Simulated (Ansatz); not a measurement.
# C2H2O2, SMILES OC#CO: a rigid scan of one bond angle

With the Ansatz DFT code, driven from Python.

At the Python prompt:
```pycon
>>> from dataclasses import dataclass
>>> import warnings
>>> import ansatz as az
>>> from ase import Atoms
>>> @dataclass
... class RunConfig:
...     basis: str = "6-31G*"
...     functional: str = "b3lyp"
...     force_tol: float = 0.02
...
>>> opts = RunConfig()
>>> warnings.simplefilter("ignore", az.DeckWarning)
>>> atoms = Atoms(["O", "C", "C", "O", "H", "H"], positions=[
...     [1.0035, 0.4531, -1.5842],
...     [0.2882, 0.1481, -0.5],
...     [-0.34, -0.1618, 0.4783],
...     [-0.8962, -0.4997, 1.5855],
...     [1.3136, -0.2989, -2.0545],
...     [-1.327, 0.2952, 2.0287],
... ])
>>> # start the scan from a relaxed geometry
>>> first = (
...     az.Crystal.molecule_from_ase(atoms).calculation()
...     .basis(gaussian=opts.basis)
...     .functional(opts.functional)
...     .relax(force_tolerance=opts.force_tol, max_steps=80)
... )
>>> atoms.positions = first.run(threads=1, pin="off").report["positions_ang"]

>>> rows = []
>>> for angle in [90, 100, 110, 120, 135, 150, 165, 179]:
...     bent = atoms.copy()
...     bent.set_angle(2, 3, 5, angle, indices=[5])
...     base = az.Crystal.molecule_from_ase(bent).calculation()
...     base = base.basis(gaussian=opts.basis)
...     base = base.functional(opts.functional)
...     rows.append((angle, base.run(threads=1, pin="off").report["free_energy_ev"]))
...
>>> floor = min(e for _, e in rows)
>>> for angle, e in rows:
...     print(f"angle C2-O3-H5 = {angle:3d} deg   {1000 * (e - floor):9.1f} meV")
...
angle C2-O3-H5 =  90 deg       308.3 meV
angle C2-O3-H5 = 100 deg        67.4 meV
angle C2-O3-H5 = 110 deg         0.0 meV
angle C2-O3-H5 = 120 deg        86.1 meV
angle C2-O3-H5 = 135 deg       431.4 meV
angle C2-O3-H5 = 150 deg       902.3 meV
angle C2-O3-H5 = 165 deg      1313.0 meV
angle C2-O3-H5 = 179 deg      1480.8 meV
```

The scan is rigid, and the energies are electronic, in a modest basis. The zero is the lowest point of the grid, which needn't be the minimum. b3lyp holds the VWN-RPA fit, as in Gaussian; the form of ORCA and Turbomole is b3lyp5. Hardware and time: 27 s on 1 thread of Arm Neoverse V2 (shared host), peak memory 0.19 GiB.

(Lines on the test bed's own set-up are left out of the output.)
